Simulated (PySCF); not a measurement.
# A workflow on SiNH4 (SMILES [NH][SiH3])

Aim: a series of 15 runs (UPBE0-D4/def2-TZVP, UMP2/def2-TZVPP, URI-MP2/def2-QZVPP, UPBE-D4/def2-TZVPP, U-r2SCAN-D4/def2-TZVPP, UB3LYP-D4/def2-TZVPP, UPBE0-D4/def2-TZVPP, U-wB97M-V/def2-TZVPP, and more) of H4NSi. The job is set up through a Python script.

The calculation is run with PySCF 2.14.0.

1 further run of the same task is left out (for a faulty analytic Hessian).

## 1. The structure to begin with

SiNH4: 6 atoms, total charge 0, spin state doublet. As SMILES, `[NH][SiH3]`. All atoms were displaced at random from a relaxed shape. The run starts from this shape.

Bond lengths: N1–Si2 1.758 Å, N1–H3 1.009 Å, Si2–H4 1.557 Å, Si2–H5 1.518 Å, Si2–H6 1.376 Å. Angles: N1–Si2–H4 112.1°, N1–Si2–H5 108.9°, N1–Si2–H6 108.8°, Si2–N1–H3 113.4°, H4–Si2–H5 107.8°, H4–Si2–H6 109.3°, H5–Si2–H6 109.9°.

## 2. A geometry optimisation at UPBE0-D4/def2-TZVP (density fitting with def2-universal-jkfit) (run 1)

Input file mol.xyz:

```xyz
6

N      0.611771    -0.838697     0.899656
Si    -0.192289     0.355661    -0.109084
H      0.917510    -1.653639     0.388379
H     -1.377418    -0.256219    -0.911668
H      0.807251     0.909034    -1.108230
H     -0.662975     1.369884     0.693000
```

Input file calc.py:

```python
# [NH][SiH3]
from pyscf import gto, dft
from pyscf.geomopt.geometric_solver import kernel as optimise

mol = gto.Mole()
mol.atom = 'mol.xyz'
mol.spin = 1
mol.basis = 'def2-tzvp'
mol.max_memory = 1860
mol.verbose = 3
mol.charge = 0
mol.build()

mf = dft.UKS(mol, xc='pbe0')
mf = mf.density_fit(auxbasis='def2-universal-jkfit')
mf.max_cycle = 100
mf.grids.level = 4
mf.conv_tol = 1e-09
mf.disp = 'd4'
converged, mol_eq = optimise(mf, maxsteps=100)
print('converged:', converged)
print(mol_eq.tostring())

mf.reset(mol_eq)
mol = mol_eq
mf.kernel()
etot = mf.e_tot
print('Final energy', etot)
```

On the command line:

```
$ OMP_NUM_THREADS=1 python calc.py
```

Output:

```text
maxiter                   100
----------------------------------------------------------
Custom engine selected.
Bonds will be generated from interatomic distances less than 1.20 times sum of covalent radii
18 internal coordinates being used (instead of 18 Cartesians)
Internal coordinate system (atoms numbered from 1):
Distance 1-2
Distance 1-3
Distance 2-4
Distance 2-5
Distance 2-6
Angle 2-1-3
Angle 1-2-4
Angle 1-2-5
Angle 1-2-6
Angle 4-2-5
Angle 4-2-6
Angle 5-2-6
Dihedral 3-1-2-4
Dihedral 3-1-2-5
Dihedral 3-1-2-6
Translation-X 1-6
Translation-Y 1-6
Translation-Z 1-6
Rotation-A 1-6
Rotation-B 1-6
Rotation-C 1-6
> ===== Optimization Info: ====
> Job type: Energy minimization
> Maximum number of optimization cycles: 100
> Initial / maximum trust radius (Angstrom): 0.100 / 0.300
> Convergence Criteria:
> Will converge when all 5 criteria are reached:
>  |Delta-E| < 1.00e-06
>  RMS-Grad  < 3.00e-04
>  Max-Grad  < 4.50e-04
>  RMS-Disp  < 1.20e-03
>  Max-Disp  < 1.80e-03
> === End Optimization Info ===

[... 12 lines left out ...]
WARN: HOMO -0.27505574613367 >= LUMO -0.275055746133674
[... 12 lines left out ...]
Step    0 : Gradient = 3.197e-02/5.704e-02 (rms/max) Energy = -346.4217436491
[... 34 lines left out ...]
converged SCF energy = -346.427662664903  <S^2> = 0.75424842  2S+1 = 2.0042439
[... 45 lines left out ...]
converged SCF energy = -346.427668169869  <S^2> = 0.75423854  2S+1 = 2.0042341
[... 35 lines left out ...]
Converged! =D
[... 1 line left out ...]
converged: True
N           0.60790174       -0.84298576        0.88910585
Si         -0.18899991        0.34152998       -0.12726259
H           0.90632902       -1.66547153        0.35953159
H          -1.31718665       -0.27369978       -0.88369462
H           0.79962830        0.88434221       -1.10330877
H          -0.70342960        1.44220187        0.72024147

WARN: HOMO -0.275407565560986 >= LUMO -0.27540756556099

converged SCF energy = -346.427668219877  <S^2> = 0.75423844  2S+1 = 2.004234
Final energy -346.4276682198765
```

Run time: 1.7 min. Hardware: 1 thread of Arm Neoverse V1, shared host; peak memory 0.89 GiB.

Step by step:

```tsv
step	energy from the first frame kept (eV)	largest force (eV/Å)
0	0.0000	2.9333
1	-0.1604	0.0727
2	-0.1611	0.0389
3	-0.1612	0.0151
4	-0.1612	0.0040
5	-0.1612	0.0011
```

After the run. Bond lengths: N1–Si2 1.752 Å, N1–H3 1.023 Å, Si2–H4 1.491 Å, Si2–H5 1.492 Å, Si2–H6 1.481 Å. Angles: N1–Si2–H4 111.1°, N1–Si2–H5 108.9°, N1–Si2–H6 109.2°, Si2–N1–H3 112.1°, H4–Si2–H5 108.6°, H4–Si2–H6 109.5°, H5–Si2–H6 109.5°.

## 3. The energy at UMP2/def2-TZVPP (run 3)

Input file input.py:

```python
# [NH][SiH3]
from pyscf import gto, scf, mp

system = gto.M(
    atom='''
N        0.607902      -0.842986       0.889106
Si      -0.189000       0.341530      -0.127263
H        0.906329      -1.665472       0.359532
H       -1.317187      -0.273700      -0.883695
H        0.799628       0.884342      -1.103309
H       -0.703430       1.442202       0.720241
''',
    spin=1,
    max_memory=1860,
    charge=0,
    verbose=3,
    basis='def2-tzvpp',
)

mf = scf.UHF(system)
mf.conv_tol = 1e-10
mf.kernel()
if not mf.converged:
    mf = mf.newton().run(mf.mo_coeff, mf.mo_occ)

pt = mp.MP2(mf, frozen=6).run()
e_final = pt.e_tot
print('Final energy', e_final)
```

On the command line:

```
$ OMP_NUM_THREADS=1 python input.py
```

Output:

```text
converged SCF energy = -345.711444109112  <S^2> = 0.75924471  2S+1 = 2.0092234
E(UMP2) = -346.01314187641  E_corr = -0.301697767298134
E(SCS-UMP2) = -346.024139925505  E_corr = -0.312695816393627
Final energy -346.0131418764097
```

It took 11 s on 1 thread of Arm Neoverse V1, shared host; peak memory 0.44 GiB.

Runs 4 to 10 aren't shown in full; the table further down has their settings and results.

## 4. The energy at USVWN5/def2-TZVPP (run 11)

Input file calc.py:

```python
from pyscf import gto, dft

mol = gto.Mole()
mol.atom = '''
N        0.607902      -0.842986       0.889106
Si      -0.189000       0.341530      -0.127263
H        0.906329      -1.665472       0.359532
H       -1.317187      -0.273700      -0.883695
H        0.799628       0.884342      -1.103309
H       -0.703430       1.442202       0.720241
'''
mol.basis = 'def2-tzvpp'
mol.verbose = 3
mol.max_memory = 1860
mol.spin = 1
mol.build()

myscf = dft.UKS(mol, xc='svwn')
myscf.grids.level = 5
myscf.conv_tol = 1e-10
myscf.kernel()
if not myscf.converged:
    myscf = myscf.newton().run(myscf.mo_coeff, myscf.mo_occ)

e_tot = myscf.e_tot
print('E = %.10f Eh' % e_tot)
```

On the command line:

```
$ OMP_NUM_THREADS=1 python calc.py
```

Output:

```text
converged SCF energy = -344.965461280133  <S^2> = 0.75270981  2S+1 = 2.002708
E = -344.9654612801 Eh
```

Run time: 26 s. Hardware: 1 thread of Arm Neoverse V1, shared host; peak memory 0.53 GiB.

Runs 12 to 15 aren't shown in full; the table further down has their settings and results.

## 5. The singlet cation: a single-point energy at B3LYP/6-31G(d) (spherical functions) (run 16)

Input file input.py:

```python
from pyscf import gto, dft

system = gto.Mole()
system.atom = [
    ('N', (0.607902, -0.842986, 0.889106)),
    ('Si', (-0.189000, 0.341530, -0.127263)),
    ('H', (0.906329, -1.665472, 0.359532)),
    ('H', (-1.317187, -0.273700, -0.883695)),
    ('H', (0.799628, 0.884342, -1.103309)),
    ('H', (-0.703430, 1.442202, 0.720241)),
]
system.charge = 1
system.verbose = 3
system.basis = '6-31g*'
system.spin = 0
system.max_memory = 1860
system.build()

calc0 = dft.RKS(system, xc='b3lyp')
calc0.grids.level = 5
calc0.conv_tol = 1e-10
calc0.kernel()
if not calc0.converged:
    calc0 = calc0.newton().run(calc0.mo_coeff, calc0.mo_occ)

etot = calc0.e_tot
print('E = %.10f Eh' % etot)
```

On the command line:

```
$ OMP_NUM_THREADS=1 python input.py
```

Output:

```text
converged SCF energy = -346.171922684094
E = -346.1719226841 Eh
```

Run time: 6 s. Hardware: 1 thread of Arm Neoverse V1, shared host; peak memory 0.25 GiB.

## 6. The series

```tsv
run	level	task	integral approximation	partner	energy (Eh)	dipole moment (D) of the reference	HOMO energy (eV)	LUMO energy (eV)	wall time
1	UPBE0-D4/def2-TZVP (density fitting with def2-universal-jkfit)	optimise	def2-universal-jkfit	base	-346.427668	1.41	-8.02	-3.40	1.7 min
3	UMP2/def2-TZVPP	energy	none	base	-346.013142	1.43	-11.53	1.81	11 s
4	URI-MP2/def2-QZVPP (density fitting with def2-universal-jkfit)	energy	def2-universal-jkfit	base	-346.045509	1.43	-11.55	1.61	11 s
5	UPBE-D4/def2-TZVPP	energy	none	base	-346.393603	1.40	-6.55	-4.92	35 s
6	U-r2SCAN-D4/def2-TZVPP	energy	none	base	-346.561021	1.38	-6.88	-4.26	94 s
7	UB3LYP-D4/def2-TZVPP	energy	none	base	-346.650994	1.41	-7.79	-3.90	40 s
8	UPBE0-D4/def2-TZVPP	energy	none	base	-346.428993	1.39	-8.03	-3.41	42 s
9	U-wB97M-V/def2-TZVPP (density fitting with def2-universal-jkfit)	energy	def2-universal-jkfit	base	-346.563268	1.40	-10.38	-1.35	1.8 min
10	UB2PLYP/def2-TZVPP	energy	none	base	-346.450335	1.41	-9.36	-1.48	53 s
11	USVWN5/def2-TZVPP	energy	none	base	-344.965461	1.54	-6.55	-5.46	26 s
12	UM06-2X/def2-TZVPP	energy	none	base	-346.564175	1.43	-9.38	-2.30	2 min
13	UB3LYP/6-31G* (spherical functions)	energy	none	base	-346.579907	1.57	-7.43	-3.50	8.7 s
14	UHF/STO-3G	energy	none	base	-341.625993	1.58	-8.28	8.35	0.77 s
15	CCSD(T)/def2-TZVPP	energy	none	cation	-345.650396	–	-19.01	-8.94	98 s
16	B3LYP/6-31G* (spherical functions)	energy	none	cation	-346.171923	–	-15.68	-13.70	6 s
```

## 7. Results

| quantity | value |
| --- | --- |
| singlet cation, run 16: total energy | -346.17192 Eh |
| singlet cation, run 16: HOMO energy | -15.68 eV |
| singlet cation, run 16: LUMO energy | -13.70 eV |
| singlet cation, run 16: HOMO–LUMO gap | 1.98 eV |
| vertical ionisation energy (to the singlet cation) | 11.102 eV |

What this shows: Removing an electron at fixed nuclei costs 11.10 eV (256 kcal/mol). Only the singlet of the ionised species was computed; a triplet could lie lower. Totals of different functionals can't be ranked against each other. In run 15 the T1 diagnostic is large, so a single reference may not serve. In run 14 the basis is minimal, so the values are rough. All runs together took 13 min, the longest 2 min.
